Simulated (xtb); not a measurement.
LiF, SMILES [Li][F]. All values are semi-empirical tight-binding results from xtb (GFN2-xTB unless named), good for trends rather than for accurate numbers. Geometry optimised at GFN2-xTB.

Optimised geometry:

Bond lengths (Å): Li1–F2 1.521.
Charge 0, spin multiplicity 1.

For metal compounds this method's bond lengths and energies can be far off.

```yaml
point_group_as_xtb_finds_it: C∞v
orbital_gap: 5.17 eV
```

Task: Give the IR lines (harmonic; lines under 4 % of the strongest left out, lines within 3 cm⁻¹ merged). (An estimate is asked for; the answer gives what the named calculation found.)

Result: ν (cm⁻¹): 893 (vs) (against the strongest line: vs over 80 %, s over 45 %, m over 15 %, w over 4 %, vw less)

Task: Give the atomic charges and the Wiberg bond orders between heavy atoms. (The exact figures need the calculation; the answer reports its results.)

Result: charges (e) Li1 0.59, F2 -0.59. Bond orders Li1–F2 0.76.
